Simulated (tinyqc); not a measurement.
Inside a calculation. Method: UHF in the sto-3g basis, for H2O, spin multiplicity 3. This run ends on a higher stationary point, not on the lowest solution. One step of it, computed by the program tinyqc.

Question. Iteration 1: building the Fock matrix. J_ij = sum D_kl (ij|kl) with D = D(alpha) + D(beta), K_ij = sum D_kl (ik|jl) for each spin; F = H + J - K(s); E = tr D H + tr D J / 2 - 0.5 sum_s tr D(s) K(s) + E_nn.

D(alpha) at the start, lower triangle:
```
            1O 1s      1O 2s    1O 2px     1O 2py     1O 2pz      2H 1s     3H 1s
1O 1s    0.066590
1O 2s   -0.323473   1.679656
1O 2px   0.000000   0.000000  1.000000
1O 2py   0.000000   0.000000  0.000000   1.303415
1O 2pz  -0.041022   0.319285  0.000000   0.000000   1.164331
2H 1s    0.083714  -0.661731  0.000000  -0.511606  -0.340588   1.568541
3H 1s    0.083714  -0.661731  0.000000   0.511606  -0.340588  -0.156759  1.568541
```

D(beta) at the start, lower triangle:
```
            1O 1s      1O 2s    1O 2px     1O 2py     1O 2pz      2H 1s     3H 1s
1O 1s    0.012400
1O 2s   -0.071603   0.508987
1O 2px   0.000000   0.000000  1.000000
1O 2py   0.000000   0.000000  0.000000   0.132744
1O 2pz   0.074385  -0.217113  0.000000   0.000000   0.918554
2H 1s    0.041750  -0.466688  0.000000  -0.333009  -0.251220   1.508799
3H 1s    0.041750  -0.466688  0.000000   0.333009  -0.251220  -0.162008  1.508799
```

core Hamiltonian H = T + V (hartree), lower triangle:
```
             1O 1s      1O 2s     1O 2px     1O 2py     1O 2pz      2H 1s      3H 1s
1O 1s   -32.685630
1O 2s    -7.604452  -9.302567
1O 2px    0.000000   0.000000  -7.431250
1O 2py    0.000000   0.000000   0.000000  -7.571019
1O 2pz   -0.018362  -0.218349   0.000000   0.000000  -7.523760
2H 1s    -1.621553  -3.544709   0.000000  -1.915570  -1.628750  -4.954329
3H 1s    -1.621553  -3.544709   0.000000   1.915570  -1.628750  -1.525633  -4.954329
```

Two-electron integrals (ij|kl) in chemists' order, unique and non-zero (hartree):
```
(11|11) 4.785065    (21|11) 0.741380    (21|21) 0.136873    (22|11) 1.118947
(22|21) 0.256633    (22|22) 0.817206    (31|31) 0.024477    (32|31) 0.037809
(32|32) 0.180518    (33|11) 1.115814    (33|21) 0.256684    (33|22) 0.817023
(33|33) 0.880159    (41|41) 0.024477    (42|41) 0.037809    (42|42) 0.180518
(43|43) 0.047444    (44|11) 1.115814    (44|21) 0.256684    (44|22) 0.817023
(44|33) 0.785270    (44|44) 0.880159    (51|51) 0.024477    (52|51) 0.037809
(52|52) 0.180518    (53|53) 0.047444    (54|54) 0.047444    (55|11) 1.115814
(55|21) 0.256684    (55|22) 0.817023    (55|33) 0.785270    (55|44) 0.785270
(55|55) 0.880159    (61|11) 0.159223    (61|21) 0.029143    (61|22) 0.054274
(61|33) 0.054170    (61|41) 0.001043    (61|42) 0.001949    (61|44) 0.054362
(61|51) 0.000848    (61|52) 0.001586    (61|54) 0.000156    (61|55) 0.054297
(61|61) 0.006286    (62|11) 0.382127    (62|21) 0.088717    (62|22) 0.312170
(62|33) 0.306911    (62|41) 0.005160    (62|42) 0.039194    (62|44) 0.316228
(62|51) 0.004198    (62|52) 0.031886    (62|54) 0.007579    (62|55) 0.313078
(62|61) 0.019249    (62|62) 0.146867    (63|31) 0.009346    (63|32) 0.054176
(63|43) 0.008171    (63|53) 0.006648    (63|63) 0.021085    (64|11) 0.211725
(64|21) 0.049798    (64|22) 0.187123    (64|33) 0.178606    (64|41) 0.011888
(64|42) 0.076464    (64|44) 0.200364    (64|51) 0.002068    (64|52) 0.018133
(64|54) 0.011053    (64|55) 0.182190    (64|61) 0.011289    (64|62) 0.106932
(64|64) 0.098055    (65|11) 0.172251    (65|21) 0.040513    (65|22) 0.152236
(65|33) 0.145307    (65|41) 0.002068    (65|42) 0.018133    (65|44) 0.149712
(65|51) 0.011028    (65|52) 0.068928    (65|54) 0.011755    (65|55) 0.161519
(65|61) 0.009184    (65|62) 0.086996    (65|64) 0.062620    (65|65) 0.072030
(66|11) 0.517355    (66|21) 0.122067    (66|22) 0.492051    (66|33) 0.472082
(66|41) 0.009310    (66|42) 0.097049    (66|44) 0.507763    (66|51) 0.007574
(66|52) 0.078955    (66|54) 0.029028    (66|55) 0.495699    (66|61) 0.026731
(66|62) 0.289598    (66|64) 0.240774    (66|65) 0.195884    (66|66) 0.774606
(71|11) 0.159223    (71|21) 0.029143    (71|22) 0.054274    (71|33) 0.054170
(71|41) -0.001043   (71|42) -0.001949   (71|44) 0.054362    (71|51) 0.000848
(71|52) 0.001586    (71|54) -0.000156   (71|55) 0.054297    (71|61) 0.006191
(71|62) 0.018663    (71|64) 0.009987    (71|65) 0.008911    (71|66) 0.025628
(71|71) 0.006286    (72|11) 0.382127    (72|21) 0.088717    (72|22) 0.312170
(72|33) 0.306911    (72|41) -0.005160   (72|42) -0.039194   (72|44) 0.316228
(72|51) 0.004198    (72|52) 0.031886    (72|54) -0.007579   (72|55) 0.313078
(72|61) 0.018663    (72|62) 0.120146    (72|64) 0.060123    (72|65) 0.069257
(72|66) 0.195736    (72|71) 0.019249    (72|72) 0.146867    (73|31) 0.009346
(73|32) 0.054176    (73|43) -0.008171   (73|53) 0.006648    (73|63) 0.016713
(73|73) 0.021085    (74|11) -0.211725   (74|21) -0.049798   (74|22) -0.187123
(74|33) -0.178606   (74|41) 0.011888    (74|42) 0.076464    (74|44) -0.200364
(74|51) -0.002068   (74|52) -0.018133   (74|54) 0.011053    (74|55) -0.182190
(74|61) -0.009987   (74|62) -0.060123   (74|64) -0.013817   (74|65) -0.033866
(74|66) -0.086307   (74|71) -0.011289   (74|72) -0.106932   (74|74) 0.098055
(75|11) 0.172251    (75|21) 0.040513    (75|22) 0.152236    (75|33) 0.145307
(75|41) -0.002068   (75|42) -0.018133   (75|44) 0.149712    (75|51) 0.011028
(75|52) 0.068928    (75|54) -0.011755   (75|55) 0.161519    (75|61) 0.008911
(75|62) 0.069257    (75|64) 0.033866    (75|65) 0.056028    (75|66) 0.123763
(75|71) 0.009184    (75|72) 0.086996    (75|74) -0.062620   (75|75) 0.072030
(76|11) 0.151778    (76|21) 0.035565    (76|22) 0.135794    (76|33) 0.132567
(76|44) 0.135138    (76|51) 0.002641    (76|52) 0.023818    (76|55) 0.139530
(76|61) 0.007643    (76|62) 0.063607    (76|64) 0.039911    (76|65) 0.042350
(76|66) 0.129854    (76|71) 0.007643    (76|72) 0.063607    (76|74) -0.039911
(76|75) 0.042350    (76|76) 0.033686    (77|11) 0.517355    (77|21) 0.122067
(77|22) 0.492051    (77|33) 0.472082    (77|41) -0.009310   (77|42) -0.097049
(77|44) 0.507763    (77|51) 0.007574    (77|52) 0.078955    (77|54) -0.029028
(77|55) 0.495699    (77|61) 0.025628    (77|62) 0.195736    (77|64) 0.086307
(77|65) 0.123763    (77|66) 0.338878    (77|71) 0.026731    (77|72) 0.289598
(77|74) -0.240774   (77|75) 0.195884    (77|76) 0.129854    (77|77) 0.774606
```

nuclear repulsion = 8.90796830 hartree

Give: Coulomb J; exchange K(alpha); exchange K(beta); F(alpha); F(beta); total energy of this density.

Answer.

Coulomb J (hartree), lower triangle:
```
         1O 1s   1O 2s  1O 2px   1O 2py  1O 2pz   2H 1s   3H 1s
1O 1s   8.7188
1O 2s   2.0074  6.7508
1O 2px  0.0000  0.0000  6.7127
1O 2py  0.0000  0.0000  0.0000   6.7513
1O 2pz  0.0027  0.1426  0.0000   0.0000  6.7832
2H 1s   0.4247  2.7629  0.0000   1.7215  1.4657  5.0746
3H 1s   0.4247  2.7629  0.0000  -1.7215  1.4657  1.2954  5.0746
```

exchange K(alpha) (hartree), lower triangle:
```
          1O 1s   1O 2s  1O 2px   1O 2py  1O 2pz   2H 1s   3H 1s
1O 1s    0.1445
1O 2s    0.1282  1.3445
1O 2px   0.0000  0.0000  1.1725
1O 2py   0.0000  0.0000  0.0000   1.2187
1O 2pz  -0.0002  0.0349  0.0000   0.0000  1.2000
2H 1s    0.0327  0.5469  0.0000   0.3152  0.2692  0.9198
3H 1s    0.0327  0.5469  0.0000  -0.3152  0.2692  0.2432  0.9198
```

exchange K(beta) (hartree), lower triangle:
```
          1O 1s    1O 2s  1O 2px   1O 2py  1O 2pz   2H 1s   3H 1s
1O 1s    0.0600
1O 2s    0.0727   0.5033
1O 2px   0.0000   0.0000  0.9579
1O 2py   0.0000   0.0000  0.0000   0.1762
1O 2pz  -0.0134  -0.3318  0.0000   0.0000  0.8434
2H 1s    0.0149   0.2083  0.0000   0.1276  0.0961  0.7331
3H 1s    0.0149   0.2083  0.0000  -0.1276  0.0961  0.1358  0.7331
```

F(alpha) (hartree), lower triangle:
```
           1O 1s    1O 2s   1O 2px   1O 2py   1O 2pz    2H 1s    3H 1s
1O 1s   -24.1113
1O 2s    -5.7253  -3.8963
1O 2px    0.0000   0.0000  -1.8910
1O 2py    0.0000   0.0000   0.0000  -2.0385
1O 2pz   -0.0154  -0.1106   0.0000   0.0000  -1.9405
2H 1s    -1.2296  -1.3287   0.0000  -0.5093  -0.4323  -0.7996
3H 1s    -1.2296  -1.3287   0.0000   0.5093  -0.4323  -0.4735  -0.7996
```

F(beta) (hartree), lower triangle:
```
           1O 1s    1O 2s   1O 2px   1O 2py   1O 2pz    2H 1s    3H 1s
1O 1s   -24.0268
1O 2s    -5.6698  -3.0550
1O 2px    0.0000   0.0000  -1.6764
1O 2py    0.0000   0.0000   0.0000  -0.9960
1O 2pz   -0.0023   0.2560   0.0000   0.0000  -1.5839
2H 1s    -1.2118  -0.9900   0.0000  -0.3217  -0.2592  -0.6129
3H 1s    -1.2118  -0.9900   0.0000   0.3217  -0.2592  -0.3661  -0.6129
```

total energy of this density = -28.667214 hartree
